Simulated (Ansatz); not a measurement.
# BH₄+ (singlet): wB97M-V, B2PLYP, RKS PBE0, RPA-PBE over a scan of the distance B1–H3, aug-cc-pVDZ, part 2 of 2

Ansatz 0.2.0, Gaussian basis; aug-cc-pVDZ, all electrons in the functionals, frozen cores in the correlation of double hybrids and RPA. The steps go on from the part before.

**13. B2PLYP, 3.207 Å**

File in.yaml:

```yaml
crystal:
  periodic: [false, false, false]
  atoms:
    - {symbol: B, position_ang: [0.002389, 0.095239, -0.096495]}
    - {symbol: H, position_ang: [-0.013194, 0.956665, 0.753338]}
    - {symbol: H, position_ang: [-0.054118, -2.157206, 2.185642]}
    - {symbol: H, position_ang: [0.023712, 0.945206, -0.957666]}
    - {symbol: H, position_ang: [0.017972, -0.766187, -0.946328]}
basis:
  gaussian: {orbitals: aug-cc-pVDZ}
total_charge: 1
magnetization: {spin_polarized: true, initial_magnetization: 0}
hamiltonian: {xc: {name: B2PLYP}}
correlation: {electrons: outside_noble_gas}
```

Command:

```sh
$ ansatz run in.yaml --threads 1 --pin off --events-out ev --progress --plain --max-ram 2624MiB --backend cpu
```

The program printed, shortened:

```text
Functional definition: B2PLYP
  name "B2PLYP"
  cite "Grimme, J. Chem. Phys. 124, 034108 (2006) doi:10.1063/1.2148954"
  cite "Becke, Phys. Rev. A 38, 3098 (1988) doi:10.1103/PhysRevA.38.3098"
  cite "Lee, Yang & Parr, Phys. Rev. B 37, 785 (1988) doi:10.1103/PhysRevB.37.785"
[...]
562 factors; integrals over basis functions are off by at most 1.3e-3 eV
[...]
mean field -723.61306039 eV, -26.5922894866 hartree, gradient 1.7e-6 eV, S^2 0.889414; 6 other end points of the search recorded, 0 dependent functions left out
1 core orbitals not correlated: weight in the atoms' cores, before any rotation towards them, 1.000 or more for the frozen orbitals, at most 0.000 for the correlated occupied ones
reference -723.61321420 eV, -26.5922951391 hartree; 3, 3 occupied and 55, 55 virtual orbitals, 562 factors
second order -2.58763982 eV of doubles, -0.00000000 eV of singles
Total energy: -724.31187695 eV, -26.6179705216 hartree
```

Run time: 4.6 s. Hardware: 1 thread of AMD EPYC 7R13, shared host.

From the report: ⟨S²⟩ of the determinant 0.889 (pure singlet: 0.00). The determinant of B2PLYP (⟨S²⟩ 0.89) is far from a pure spin state, so its energy mixes those of several spin states; that is harmless only where they are near-degenerate.

From 1.210 Å: +83.3 kcal/mol.

**14. RKS PBE0, 1.634 Å**

File in.yaml:

```yaml
crystal:
  periodic: [false, false, false]
  atoms:
    - {symbol: B, position_ang: [0.000507, 0.020215, -0.020481]}
    - {symbol: H, position_ang: [-0.015076, 0.881641, 0.829352]}
    - {symbol: H, position_ang: [-0.028284, -1.127430, 1.142291]}
    - {symbol: H, position_ang: [0.021830, 0.870181, -0.881652]}
    - {symbol: H, position_ang: [0.016090, -0.841212, -0.870314]}
basis:
  gaussian: {orbitals: aug-cc-pVDZ}
total_charge: 1
hamiltonian: {xc: {name: PBE0}}
```

Same command.

The program printed:

```text
Functional definition: PBE0
  name "PBE0"
  cite "Adamo & Barone, J. Chem. Phys. 110, 6158 (1999) doi:10.1063/1.478522"
  cite "Perdew, Burke & Ernzerhof, Phys. Rev. Lett. 77, 3865 (1996) doi:10.1103/PhysRevLett.77.3865"
  parent pbe
  parameter a = 0.25
  parameter kappa = 0.804
  parameter beta = 0.06672455060314922
  exchange = (1 - a)*pbe_x(kappa = kappa, mu = beta*pi^2/3) + a*exact_x
  correlation = pbe_c(beta = beta)
469 factors; their error is unknown
mean field evaluation 1: about -724.3527 eV, gradient 2.6e1 eV
mean field evaluation 2: about -724.7384 eV, gradient 2.2e1 eV
mean field evaluation 4: about -727.0127 eV, gradient 7.1e-1 eV
mean field evaluation 8: about -726.9926 eV, gradient 5.2e-3 eV
mean field -726.99262433 eV, -26.7164861707 hartree, gradient 4.1e-6 eV, S^2 0.000000; 0 other end points of the search recorded, 0 dependent functions left out
reference -726.99264342 eV, -26.7164868723 hartree; 4, 4 occupied and 55, 55 virtual orbitals, 469 factors
Total energy: -726.99264342 eV, -26.7164868723 hartree
```

It took 0.46 s on 1 thread of AMD EPYC 7R13, shared host.

**15. RKS PBE0, 2.254 Å**

File in.yaml:

```yaml
crystal:
  periodic: [false, false, false]
  atoms:
    - {symbol: B, position_ang: [0.001249, 0.049786, -0.050442]}
    - {symbol: H, position_ang: [-0.014334, 0.911212, 0.799391]}
    - {symbol: H, position_ang: [-0.038466, -1.533317, 1.553529]}
    - {symbol: H, position_ang: [0.022572, 0.899753, -0.911613]}
    - {symbol: H, position_ang: [0.016832, -0.811640, -0.900275]}
basis:
  gaussian: {orbitals: aug-cc-pVDZ}
total_charge: 1
hamiltonian: {xc: {name: PBE0}}
```

The command is unchanged.

The program printed:

```text
Functional definition: PBE0
  name "PBE0"
  cite "Adamo & Barone, J. Chem. Phys. 110, 6158 (1999) doi:10.1063/1.478522"
  cite "Perdew, Burke & Ernzerhof, Phys. Rev. Lett. 77, 3865 (1996) doi:10.1103/PhysRevLett.77.3865"
  parent pbe
  parameter a = 0.25
  parameter kappa = 0.804
  parameter beta = 0.06672455060314922
  exchange = (1 - a)*pbe_x(kappa = kappa, mu = beta*pi^2/3) + a*exact_x
  correlation = pbe_c(beta = beta)
469 factors; their error is unknown
mean field evaluation 1: about -720.1002 eV, gradient 2.8e1 eV
mean field evaluation 2: about -709.8108 eV, gradient 4.6e1 eV
mean field evaluation 4: about -724.9174 eV, gradient 4.9e0 eV
mean field evaluation 8: about -725.0588 eV, gradient 1.5e-1 eV
mean field evaluation 16: about -725.0422 eV, gradient 2.0e-5 eV
mean field -725.04217219 eV, -26.6448083768 hartree, gradient 2.0e-5 eV, S^2 0.000000; 0 other end points of the search recorded, 0 dependent functions left out
reference -725.04219528 eV, -26.6448092254 hartree; 4, 4 occupied and 55, 55 virtual orbitals, 469 factors
Total energy: -725.04219528 eV, -26.6448092254 hartree
```

It took 0.49 s on 1 thread of AMD EPYC 7R13, shared host.

**16. RKS PBE0, 3.207 Å**

File in.yaml:

```yaml
crystal:
  periodic: [false, false, false]
  atoms:
    - {symbol: B, position_ang: [0.002389, 0.095239, -0.096495]}
    - {symbol: H, position_ang: [-0.013194, 0.956665, 0.753338]}
    - {symbol: H, position_ang: [-0.054118, -2.157206, 2.185642]}
    - {symbol: H, position_ang: [0.023712, 0.945206, -0.957666]}
    - {symbol: H, position_ang: [0.017972, -0.766187, -0.946328]}
basis:
  gaussian: {orbitals: aug-cc-pVDZ}
total_charge: 1
hamiltonian: {xc: {name: PBE0}}
```

Same command.

The program printed:

```text
Functional definition: PBE0
  name "PBE0"
  cite "Adamo & Barone, J. Chem. Phys. 110, 6158 (1999) doi:10.1063/1.478522"
  cite "Perdew, Burke & Ernzerhof, Phys. Rev. Lett. 77, 3865 (1996) doi:10.1103/PhysRevLett.77.3865"
  parent pbe
  parameter a = 0.25
  parameter kappa = 0.804
  parameter beta = 0.06672455060314922
  exchange = (1 - a)*pbe_x(kappa = kappa, mu = beta*pi^2/3) + a*exact_x
  correlation = pbe_c(beta = beta)
469 factors; their error is unknown
mean field evaluation 1: about -718.5146 eV, gradient 2.8e1 eV
mean field evaluation 2: about -701.7775 eV, gradient 4.3e1 eV
mean field evaluation 4: about -715.5872 eV, gradient 3.3e1 eV
mean field evaluation 8: about -723.5659 eV, gradient 1.5e0 eV
mean field evaluation 16: about -723.5744 eV, gradient 3.5e-4 eV
mean field -723.57443576 eV, -26.5908700578 hartree, gradient 1.9e-5 eV, S^2 0.000000; 0 other end points of the search recorded, 0 dependent functions left out
reference -723.57446169 eV, -26.5908710109 hartree; 4, 4 occupied and 55, 55 virtual orbitals, 469 factors
Total energy: -723.57446169 eV, -26.5908710109 hartree
```

Wall time 0.49 s (1 thread of AMD EPYC 7R13, shared host).

**17. RPA-PBE, 1.091 Å**

File in.yaml:

```yaml
crystal:
  periodic: [false, false, false]
  atoms:
    - {symbol: B, position_ang: [-0.000143, -0.005684, 0.005759]}
    - {symbol: H, position_ang: [-0.015726, 0.855741, 0.855593]}
    - {symbol: H, position_ang: [-0.019366, -0.771952, 0.782126]}
    - {symbol: H, position_ang: [0.021180, 0.844284, -0.855411]}
    - {symbol: H, position_ang: [0.015440, -0.867109, -0.844075]}
basis:
  gaussian: {orbitals: aug-cc-pVDZ}
total_charge: 1
hamiltonian: {xc: {name: PBE}}
correlation: {method: rpa, electrons: outside_noble_gas}
```

Same command.

The program printed:

```text
Functional definition: PBE
  name "PBE"
  cite "Perdew, Burke & Ernzerhof, Phys. Rev. Lett. 77, 3865 (1996) doi:10.1103/PhysRevLett.77.3865"
  parent pbe
  parameter kappa = 0.804
  parameter beta = 0.06672455060314922
  exchange = pbe_x(kappa = kappa, mu = beta*pi^2/3)
  correlation = pbe_c(beta = beta)
562 factors; integrals over basis functions are off by at most 1.2e-3 eV
mean field evaluation 1: about -724.3156 eV, gradient 3.1e1 eV
mean field evaluation 2: about -724.3103 eV, gradient 3.1e1 eV
mean field evaluation 4: about -727.5563 eV, gradient 2.6e0 eV
mean field evaluation 8: about -727.5875 eV, gradient 9.8e-3 eV
mean field -727.58755012 eV, -26.7383492903 hartree, gradient 4.3e-6 eV, S^2 0.000000; 0 other end points of the search recorded, 0 dependent functions left out
1 core orbitals not correlated: weight in the atoms' cores, before any rotation towards them, 1.000 or more for the frozen orbitals, at most 0.000 for the correlated occupied ones
reference -722.26525894 eV, -26.5427586969 hartree; 3, 3 occupied and 55, 55 virtual orbitals, 562 factors
Total energy: -728.43166555 eV, -26.7693699601 hartree
```

Wall time 0.7 s (1 thread of AMD EPYC 7R13, shared host).

**18. RPA-PBE, 1.210 Å**

File in.yaml:

```yaml
crystal:
  periodic: [false, false, false]
  atoms:
    - {symbol: B, position_ang: [0.000000, 0.000000, 0.000000]}
    - {symbol: H, position_ang: [-0.015583, 0.861426, 0.849833]}
    - {symbol: H, position_ang: [-0.021323, -0.849967, 0.861171]}
    - {symbol: H, position_ang: [0.021323, 0.849967, -0.861171]}
    - {symbol: H, position_ang: [0.015583, -0.861426, -0.849833]}
basis:
  gaussian: {orbitals: aug-cc-pVDZ}
total_charge: 1
hamiltonian: {xc: {name: PBE}}
correlation: {method: rpa, electrons: outside_noble_gas}
```

Launched as before.

The program printed:

```text
Functional definition: PBE
  name "PBE"
  cite "Perdew, Burke & Ernzerhof, Phys. Rev. Lett. 77, 3865 (1996) doi:10.1103/PhysRevLett.77.3865"
  parent pbe
  parameter kappa = 0.804
  parameter beta = 0.06672455060314922
  exchange = pbe_x(kappa = kappa, mu = beta*pi^2/3)
  correlation = pbe_c(beta = beta)
562 factors; integrals over basis functions are off by at most 1.2e-3 eV
mean field evaluation 1: about -724.7280 eV, gradient 3.0e1 eV
mean field evaluation 2: about -724.7237 eV, gradient 3.0e1 eV
mean field evaluation 4: about -727.8267 eV, gradient 2.8e-1 eV
mean field evaluation 8: about -727.8264 eV, gradient 1.4e-3 eV
mean field -727.82644713 eV, -26.7471285934 hartree, gradient 3.8e-6 eV, S^2 0.000000; 0 other end points of the search recorded, 0 dependent functions left out
1 core orbitals not correlated: weight in the atoms' cores, before any rotation towards them, 1.000 or more for the frozen orbitals, at most 0.000 for the correlated occupied ones
reference -722.46053970 eV, -26.5499351327 hartree; 3, 3 occupied and 55, 55 virtual orbitals, 562 factors
Total energy: -728.68900759 eV, -26.7788271056 hartree
```

It took 1.3 s on 1 thread of AMD EPYC 7R13, shared host.

**19. RPA-PBE, 1.346 Å**

File in.yaml:

```yaml
crystal:
  periodic: [false, false, false]
  atoms:
    - {symbol: B, position_ang: [0.000163, 0.006478, -0.006564]}
    - {symbol: H, position_ang: [-0.015420, 0.867905, 0.843268]}
    - {symbol: H, position_ang: [-0.023554, -0.938888, 0.951265]}
    - {symbol: H, position_ang: [0.021486, 0.856445, -0.867735]}
    - {symbol: H, position_ang: [0.015746, -0.854948, -0.856396]}
basis:
  gaussian: {orbitals: aug-cc-pVDZ}
total_charge: 1
hamiltonian: {xc: {name: PBE}}
correlation: {method: rpa, electrons: outside_noble_gas}
```

Same command.

The program printed:

```text
Functional definition: PBE
  name "PBE"
  cite "Perdew, Burke & Ernzerhof, Phys. Rev. Lett. 77, 3865 (1996) doi:10.1103/PhysRevLett.77.3865"
  parent pbe
  parameter kappa = 0.804
  parameter beta = 0.06672455060314922
  exchange = pbe_x(kappa = kappa, mu = beta*pi^2/3)
  correlation = pbe_c(beta = beta)
562 factors; integrals over basis functions are off by at most 1.2e-3 eV
mean field evaluation 1: about -724.5134 eV, gradient 3.0e1 eV
mean field evaluation 2: about -724.5099 eV, gradient 3.0e1 eV
mean field evaluation 4: about -727.6161 eV, gradient 4.3e0 eV
mean field evaluation 8: about -727.7096 eV, gradient 1.2e-2 eV
mean field -727.70960889 eV, -26.7428348675 hartree, gradient 5.4e-6 eV, S^2 0.000000; 0 other end points of the search recorded, 0 dependent functions left out
1 core orbitals not correlated: weight in the atoms' cores, before any rotation towards them, 1.000 or more for the frozen orbitals, at most 0.000 for the correlated occupied ones
reference -722.27879478 eV, -26.5432561298 hartree; 3, 3 occupied and 55, 55 virtual orbitals, 562 factors
Total energy: -728.59009039 eV, -26.7751919657 hartree
```

Run time: 1.3 s. Hardware: 1 thread of AMD EPYC 7R13, shared host.

From 1.210 Å: +2.3 kcal/mol.

**20. RPA-PBE, 1.634 Å**

File in.yaml:

```yaml
crystal:
  periodic: [false, false, false]
  atoms:
    - {symbol: B, position_ang: [0.000507, 0.020215, -0.020481]}
    - {symbol: H, position_ang: [-0.015076, 0.881641, 0.829352]}
    - {symbol: H, position_ang: [-0.028284, -1.127430, 1.142291]}
    - {symbol: H, position_ang: [0.021830, 0.870181, -0.881652]}
    - {symbol: H, position_ang: [0.016090, -0.841212, -0.870314]}
basis:
  gaussian: {orbitals: aug-cc-pVDZ}
total_charge: 1
magnetization: {spin_polarized: true, initial_magnetization: 0}
hamiltonian: {xc: {name: PBE}}
correlation: {method: rpa, electrons: outside_noble_gas}
```

The command is unchanged.

The program printed:

```text
Functional definition: PBE
  name "PBE"
  cite "Perdew, Burke & Ernzerhof, Phys. Rev. Lett. 77, 3865 (1996) doi:10.1103/PhysRevLett.77.3865"
  parent pbe
  parameter kappa = 0.804
  parameter beta = 0.06672455060314922
  exchange = pbe_x(kappa = kappa, mu = beta*pi^2/3)
  correlation = pbe_c(beta = beta)
562 factors; integrals over basis functions are off by at most 1.3e-3 eV
mean field evaluation 1: about -722.5254 eV, gradient 2.3e1 eV
mean field evaluation 2: about -722.5208 eV, gradient 2.3e1 eV
mean field evaluation 4: about -726.2110 eV, gradient 7.7e0 eV
mean field evaluation 8: about -726.9123 eV, gradient 1.9e-1 eV
mean field evaluation 16: about -726.9127 eV, gradient 1.8e-6 eV
mean field -726.91266636 eV, -26.7135477696 hartree, gradient 1.8e-6 eV, S^2 0.000000; 0 other end points of the search recorded, 0 dependent functions left out
1 core orbitals not correlated: weight in the atoms' cores, before any rotation towards them, 1.000 or more for the frozen orbitals, at most 0.000 for the correlated occupied ones
reference -721.30631016 eV, -26.5075179794 hartree; 3, 3 occupied and 55, 55 virtual orbitals, 562 factors
Total energy: -727.83504173 eV, -26.7474444394 hartree
```

It took 0.92 s on 1 thread of AMD EPYC 7R13, shared host.

From the report: ⟨S²⟩ of the determinant 0.000 (pure singlet: 0.00).

From 1.210 Å: +19.7 kcal/mol.

**21. RPA-PBE, 2.254 Å**

File in.yaml:

```yaml
crystal:
  periodic: [false, false, false]
  atoms:
    - {symbol: B, position_ang: [0.001249, 0.049786, -0.050442]}
    - {symbol: H, position_ang: [-0.014334, 0.911212, 0.799391]}
    - {symbol: H, position_ang: [-0.038466, -1.533317, 1.553529]}
    - {symbol: H, position_ang: [0.022572, 0.899753, -0.911613]}
    - {symbol: H, position_ang: [0.016832, -0.811640, -0.900275]}
basis:
  gaussian: {orbitals: aug-cc-pVDZ}
total_charge: 1
magnetization: {spin_polarized: true, initial_magnetization: 0}
hamiltonian: {xc: {name: PBE}}
correlation: {method: rpa, electrons: outside_noble_gas}
```

Launched as before.

The program printed, shortened:

```text
Functional definition: PBE
  name "PBE"
  cite "Perdew, Burke & Ernzerhof, Phys. Rev. Lett. 77, 3865 (1996) doi:10.1103/PhysRevLett.77.3865"
  parent pbe
[...]
562 factors; integrals over basis functions are off by at most 1.3e-3 eV
[...]
mean field -725.14692991 eV, -26.6486581521 hartree, gradient 2.1e-6 eV, S^2 0.243925; 5 other end points of the search recorded, 0 dependent functions left out
1 core orbitals not correlated: weight in the atoms' cores, before any rotation towards them, 1.000 or more for the frozen orbitals, at most 0.000 for the correlated occupied ones
reference -719.54818716 eV, -26.4429081508 hartree; 3, 3 occupied and 55, 55 virtual orbitals, 562 factors
Total energy: -726.15320647 eV, -26.6856381334 hartree
```

Run time: 3.5 s. Hardware: 1 thread of AMD EPYC 7R13, shared host.

From the report: ⟨S²⟩ of the determinant 0.244 (pure singlet: 0.00).

From 1.210 Å: +58.5 kcal/mol.

**22. RPA-PBE, 3.207 Å**

File in.yaml:

```yaml
crystal:
  periodic: [false, false, false]
  atoms:
    - {symbol: B, position_ang: [0.002389, 0.095239, -0.096495]}
    - {symbol: H, position_ang: [-0.013194, 0.956665, 0.753338]}
    - {symbol: H, position_ang: [-0.054118, -2.157206, 2.185642]}
    - {symbol: H, position_ang: [0.023712, 0.945206, -0.957666]}
    - {symbol: H, position_ang: [0.017972, -0.766187, -0.946328]}
basis:
  gaussian: {orbitals: aug-cc-pVDZ}
total_charge: 1
magnetization: {spin_polarized: true, initial_magnetization: 0}
hamiltonian: {xc: {name: PBE}}
correlation: {method: rpa, electrons: outside_noble_gas}
```

The command is unchanged.

The program printed, shortened:

```text
Functional definition: PBE
  name "PBE"
  cite "Perdew, Burke & Ernzerhof, Phys. Rev. Lett. 77, 3865 (1996) doi:10.1103/PhysRevLett.77.3865"
  parent pbe
[...]
562 factors; integrals over basis functions are off by at most 1.3e-3 eV
[...]
mean field -724.44805565 eV, -26.6229749967 hartree, gradient 6.2e-6 eV, S^2 0.669176; 5 other end points of the search recorded, 0 dependent functions left out
1 core orbitals not correlated: weight in the atoms' cores, before any rotation towards them, 1.000 or more for the frozen orbitals, at most 0.000 for the correlated occupied ones
reference -719.01504677 eV, -26.4233156029 hartree; 3, 3 occupied and 55, 55 virtual orbitals, 562 factors
Total energy: -725.62022545 eV, -26.6660514421 hartree
```

It took 3.1 s on 1 thread of AMD EPYC 7R13, shared host.

From the report: ⟨S²⟩ of the determinant 0.669 (pure singlet: 0.00). The determinant of RPA-PBE (⟨S²⟩ 0.67) is far from a pure spin state, so its energy mixes those of several spin states; that is harmless only where they are near-degenerate.

From 1.210 Å: +70.8 kcal/mol.

**23. Against the wave-function levels**

The yardstick is full CI for this spin, exact in this basis with these frozen cores. It comes from earlier runs at the same points. Energies in kcal/mol, counted from 1.210 Å; blanks weren't run or aren't comparable.

| level | 1.091 Å | 1.210 Å | 1.346 Å | 1.634 Å | 2.254 Å | 3.207 Å |
| --- | --- | --- | --- | --- | --- | --- |
| FCI | 5.5 | 0.0 | 2.8 | 21.1 | 60.5 | 83.6 |
| wB97M-V | 4.6 | 0.0 | 3.6 | 23.7 | 66.6 | 85.6 |
| B2PLYP | 4.9 | 0.0 | 3.3 | 22.9 | 65.8 | 83.3 |
| RKS PBE0 | 5.1 | 0.0 | 3.3 | 23.1 | 68.1 | 102.0 |
| RPA-PBE | 5.9 | 0.0 | 2.3 | 19.7 | 58.5 | 70.8 |

Largest miss and mean time a point (FCI took 15 s a point; shared hosts):

| level | largest miss (kcal/mol) | where | time a point |
| --- | --- | --- | --- |
| wB97M-V | +6.1 | 2.254 Å | 4.1 s |
| B2PLYP | +5.3 | 2.254 Å | 1.9 s |
| RKS PBE0 | +18.4 | 3.207 Å | 0.48 s |
| RPA-PBE | -12.8 | 3.207 Å | 1.8 s |

**24. Summary of results**

What follows sums up all 2 parts.

```
              quantity                     value
 span of the FCI curve             83.6 kcal/mol
 largest miss, wB97M-V   +6.1 kcal/mol (2.254 Å)
  largest miss, B2PLYP   +5.3 kcal/mol (2.254 Å)
largest miss, RKS PBE0  +18.4 kcal/mol (3.207 Å)
 largest miss, RPA-PBE  -12.8 kcal/mol (3.207 Å)
```

What this shows: Misses are known at 5 of 5 points at best, and only functionals with that many are ranked. Of the functionals, B2PLYP keep the smallest largest miss at the points compared (at most 5.3 kcal/mol) and RKS PBE0 strays most (18.4 kcal/mol, at 3.207 Å). wB97M-V, B2PLYP, RPA-PBE clearly break the spin symmetry at some points (⟨S²⟩ up to 0.89 above the pure value), so energy there is bought with a mixed spin. Functionals and the yardstick converge differently with the basis, so part of each miss in aug-cc-pVDZ is the basis.
